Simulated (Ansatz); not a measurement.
Input file:

```yaml
crystal:
  periodic: [false, false, false]
  atoms:
    - {symbol: B, position_ang: [0.000000, 0.000000, 0.671018]}
    - {symbol: B, position_ang: [0.000000, 0.000000, -0.671018]}
    - {symbol: H, position_ang: [0.000000, 0.000000, 1.705664]}
    - {symbol: H, position_ang: [0.000000, 0.000000, -1.705664]}
basis:
  gaussian: {orbitals: 6-31G}
correlation: {method: fci, electrons: outside_noble_gas}
```

```sh
$ ansatz run in.yaml --threads 1 --pin off --events-out ev --progress --plain --max-ram 2393MiB
```

Q: Roughly how long does this take on 1 thread of Intel Xeon, shared host, and how much host memory?

A: 54 s wall and 0.36 GiB.

```
474 factors; integrals over basis functions are off by at most 1.1e-7 eV
mean field evaluation 1: about -1368.1716 eV, gradient 1.1e1 eV
mean field evaluation 2: about -1368.1775 eV, gradient 1.1e1 eV
mean field evaluation 4: about -1368.7303 eV, gradient 2.5e-1 eV
mean field evaluation 8: about -1368.7307 eV, gradient 1.4e-4 eV
mean field evaluation 16: about -1368.7307 eV, gradient 9.8e-5 eV
mean field -1368.73067083 eV, -50.2999243940 hartree, gradient 2.5e-6 eV, S^2 0.000000; 2 other end points of the search recorded, 0 dependent functions left out; unrestricted orbitals would lower it
2 core orbitals not correlated: weight in the atoms' cores, before any rotation towards them, 1.000 or more for the frozen orbitals, at most 0.000 for the correlated occupied ones
reference -1368.73067083 eV, -50.2999243940 hartree; 4, 4 occupied and 16, 16 virtual orbitals, 474 factors
state -1371.84814586 eV, -50.4144894884 hartree
Total energy: -1371.84814586 eV, -50.4144894884 hartree
```

Natural occupations: 1.9771 1.9748 1.9744 0.9726 0.9726 0.0306 0.0306 0.0187 0.0148 0.0085 0.0070 0.0043 0.0042 0.0042 0.0031 0.0010 0.0010 0.0004 0.0002 0.0001.
